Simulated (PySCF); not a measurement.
Some computed properties have been withheld. Give your best values.

Compound: C₅H₅Cl.
Structure used (GFN2-xTB), in Å, numbered top down from 1:
```xyz
11
C5H5Cl angstrom
C     -1.8761   -0.1728    0.0193
C     -0.5082    0.3226    0.1559
C      0.3628    1.2599    0.5002
C      0.8987    0.0229   -0.0378
C      1.8871   -0.7507   -0.4060
Cl     3.5504   -0.2265   -0.2732
H     -2.5965    0.5686    0.3605
H     -2.0743   -0.4174   -1.0244
H     -1.9942   -1.0876    0.6005
H      0.5763    2.2250    0.8887
H      1.7795   -1.7414   -0.8097
```

| property | level | value |
| --- | --- | --- |
| point group of the GFN2-xTB geometry | GFN2-xTB | ? |
| rotational constants A, B, C of the GFN2-xTB geometry | GFN2-xTB | 12.020, 1.259, 1.148 GHz |
| dipole moment | PBE0/def2-SVPD | 4.49 D |
| HOMO energy | PBE0/def2-SVPD | ? |
| LUMO energy | PBE0/def2-SVPD | -0.54 eV |
| lowest singlet excitation | TDDFT PBE0/def2-SVPD | 4.31 eV (288 nm, f = 0.021) |
| lowest triplet excitation (Tamm–Dancoff) | TDA PBE0/def2-SVPD | 3.33 eV |
| static isotropic polarisability | PBE0/def2-SVPD | 74.2 au |
| electronic spatial extent ⟨r²⟩ about the centre of nuclear charge | PBE0/def2-SVPD | 958 bohr² |
| 13C chemical shifts (computed TMS as zero) by class | GIAO PBE0/pcSseg-1 | ? |
| 1H chemical shifts (computed TMS as zero) by class | GIAO PBE0/pcSseg-1 | 7.72 (H10), 5.16 (H11), 2.45 (H7/H8/H9) ppm |
| isotropic shieldings of nuclei other than C and H, by class | GIAO PBE0/pcSseg-1 | ? |

Electronic properties: PySCF, gas phase, density fitting. NMR classes are plain means over equivalent atoms (diastereotopic ones count apart unless rotation or inversion swaps them), as if these changed places fast; in this geometry the members of some classes differ.

(1) Give the 13C chemical shifts (computed TMS as zero) by class.

(2) What is the HOMO energy?

(3) Give the isotropic shieldings of nuclei other than C and H, by class.

(4) The point group of the GFN2-xTB geometry?

## Answers

(1) 147.0 (C2), 130.1 (C3), 122.9 (C4), 84.7 (C5), 13.4 (C1) ppm.

(2) -5.93 eV.

(3) 821 (Cl6) ppm.

(4) Cs.

With B = h/(8π²I), that is 505.379 GHz u Å² over I, the principal moments of inertia are 42.0, 401.4 and 440.3 u Å² (most abundant isotopes). The largest Löwdin shares of the LUMO are 0.37 on C3, 0.34 on C2, 0.08 on H10 and 0.08 on C1. A dipole of 4.49 D is allowed in Cs, and pure rotational transitions are dipole-allowed. No computed singlet falls in the visible range (750 to 380 nm, 1.65 to 3.26 eV); S1 lies 1.05 eV above its blue end. The polarisability is 10.99 Å³ as a volume (1 au = 0.148185 Å³), or 1.43 au for each of the 52 electrons. The vertical singlet–triplet gap S1 − T1 is 0.98 eV (TDDFT singlet less Tamm–Dancoff triplet; S1: HOMO→LUMO, weight 0.99; T1: HOMO→LUMO, weight 0.93).

For the TDDFT job (PBE0/def2-SVPD), the run took 19 s wall (with the writing of density and orbital grids) on one thread, Arm Neoverse V1 (aarch64), shared host with 32 logical CPUs at a one-minute load of 22, and the process peaked at 0.71 GiB of memory.
